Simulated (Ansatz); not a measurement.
Cost against result

Saddle point of CH10Si2, singlet (CH₆Si ([CH3][SiH3]) + SiH₄ → CH₆Si ([CH3][SiH3]) + SiH₄; bonds formed: Si1–H7, C2–Si6; bonds broken: Si1–C2, Si6–H7), PBE0-D4/def2-TZVP structure:

```
13
angstrom
Si -0.7924 0.8617 -0.7506
C 0.5014 -0.8192 -0.6933
H -1.4340 0.1233 -1.9026
H -0.1286 2.0086 -1.4278
H -1.9920 1.1481 0.0884
Si 0.3384 -0.2090 1.3326
H 0.0941 1.2985 0.6163
H 1.6335 0.3403 1.8182
H 0.4773 -1.6864 1.6185
H -0.8896 0.1042 2.1194
H 0.7549 -0.3661 -1.6620
H 1.4960 -1.0678 -0.2968
H -0.0588 -1.7359 -0.8603
```

Barriers are electronic and count from the start structure reached by relaxing down the imaginary mode.

Computed with Ansatz 0.2.0 (basis: as named in each row); correlated methods freeze the cores. B3LYP uses VWN-RPA correlation. Extrapolation: Hartree–Fock as exp(−7.88 √X), correlation as X^−2.97.

Times are rough, for one single point on 4 threads of a shared host (Arm Neoverse V1).

The estimate by CCSD(T) at an estimated basis limit (MP2 extrapolated from triple and quadruple zeta, plus CCSD(T) − MP2 in triple zeta) is 71.50 kcal/mol.

```json
{"method": "HF", "basis": "STO-3G", "time (s)": "under 1", "barrier (kcal/mol)": "164.27", "method less estimate": "92.76"}
{"method": "PBE-D4", "basis": "STO-3G", "time (s)": "under 1", "barrier (kcal/mol)": "119.32", "method less estimate": "47.82"}
{"method": "SPW92", "basis": "def2-SVP", "time (s)": "under 1", "barrier (kcal/mol)": "60.93", "method less estimate": "-10.58"}
{"method": "B3LYP-D4", "basis": "6-31G", "time (s)": "1", "barrier (kcal/mol)": "97.73", "method less estimate": "26.23"}
{"method": "PBE-D4", "basis": "def2-SVP", "time (s)": "1", "barrier (kcal/mol)": "67.98", "method less estimate": "-3.52"}
{"method": "PBE0-D4", "basis": "def2-SVP", "time (s)": "1", "barrier (kcal/mol)": "71.09", "method less estimate": "-0.41"}
{"method": "SPW92", "basis": "def2-TZVPP", "time (s)": "2", "barrier (kcal/mol)": "56.65", "method less estimate": "-14.85"}
{"method": "BLYP-D4", "basis": "def2-TZVPP", "time (s)": "2", "barrier (kcal/mol)": "71.84", "method less estimate": "0.33"}
{"method": "PBE-D4", "basis": "def2-TZVPP", "time (s)": "2", "barrier (kcal/mol)": "63.57", "method less estimate": "-7.94"}
{"method": "BHLYP-D4", "basis": "def2-TZVPP", "time (s)": "3", "barrier (kcal/mol)": "77.15", "method less estimate": "5.65"}
{"method": "CCSD(T)", "basis": "def2-SVP", "time (s)": "3", "barrier (kcal/mol)": "81.74", "method less estimate": "10.24"}
{"method": "B3LYP-D4", "basis": "def2-TZVPP", "time (s)": "4", "barrier (kcal/mol)": "73.63", "method less estimate": "2.12"}
{"method": "CAM-B3LYP-D4", "basis": "def2-TZVPP", "time (s)": "4", "barrier (kcal/mol)": "75.46", "method less estimate": "3.95"}
{"method": "r2SCAN-D4", "basis": "def2-TZVPP", "time (s)": "4", "barrier (kcal/mol)": "67.24", "method less estimate": "-4.27"}
{"method": "wB97M-V", "basis": "def2-SVP", "time (s)": "4", "barrier (kcal/mol)": "74.56", "method less estimate": "3.06"}
{"method": "r2SCAN0-D4", "basis": "def2-TZVPP", "time (s)": "6", "barrier (kcal/mol)": "68.82", "method less estimate": "-2.69"}
{"method": "RPA on PBE", "basis": "def2-TZVPP", "time (s)": "6", "barrier (kcal/mol)": "73.32", "method less estimate": "1.81"}
{"method": "PBE0-D4", "basis": "def2-TZVPP", "time (s)": "7", "barrier (kcal/mol)": "66.45", "method less estimate": "-5.05"}
{"method": "B2PLYP", "basis": "def2-TZVPP", "time (s)": "7", "barrier (kcal/mol)": "75.22", "method less estimate": "3.72"}
{"method": "PBE-QIDH", "basis": "def2-TZVPP", "time (s)": "7", "barrier (kcal/mol)": "69.55", "method less estimate": "-1.96"}
{"method": "wB97X-V", "basis": "def2-TZVPP", "time (s)": "9", "barrier (kcal/mol)": "72.34", "method less estimate": "0.84"}
{"method": "B97M-V", "basis": "def2-TZVPP", "time (s)": "10", "barrier (kcal/mol)": "68.28", "method less estimate": "-3.22"}
{"method": "wB97M-V", "basis": "def2-TZVPP", "time (s)": "11", "barrier (kcal/mol)": "70.35", "method less estimate": "-1.15"}
{"method": "MP2", "basis": "def2-QZVPP", "time (s)": "43", "barrier (kcal/mol)": "70.94", "method less estimate": "-0.57"}
{"method": "CCSD(T)", "basis": "def2-TZVPP", "time (s)": "100", "barrier (kcal/mol)": "73.08", "method less estimate": "1.58"}
```

All methods are single points on the PBE0-D4 structures.

The T1 diagnostic stays at or below 0.012.

Ligand swaps between two centres remove the fluorinated layer in thermal atomic layer etching, and scramble precursors in the gas phase.

Labels in which every atom is bracketed show which atoms are joined, not bond orders.
